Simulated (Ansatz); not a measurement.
Ansatz (a first-principles code) input:

Ansatz 0.2 input:
```yaml
crystal:
  periodic: [false, false, false]
  atoms:
    - {symbol: C, position_ang: [-0.01161473, -0.02640307, 0.83180950]}
    - {symbol: C, position_ang: [0.01051919, -0.75709445, -0.62801581]}
    - {symbol: C, position_ang: [0.00595158, 0.55569554, -0.51323913]}
    - {symbol: H, position_ang: [0.88841082, -0.06781218, 1.45981855]}
    - {symbol: H, position_ang: [-0.92871443, -0.07190482, 1.43431575]}
    - {symbol: H, position_ang: [0.01116736, 1.50652892, -1.03746167]}
basis:
  gaussian:
    orbitals: aug-cc-pVDZ
total_charge: -1
magnetization: {spin_polarized: false}
correlation: {method: ccsd_t, electrons: outside_noble_gas}
output: {forces: true}
```

Task: What final total energy does it print?

Result: -115.67511 Eh (CCSD(T)/aug-cc-pVDZ). The basis has 96 functions. The run takes about 30 core-seconds (a rough figure).

It need not be the lowest isomer of its formula. Whether it binds its extra electron was not tested at this geometry.
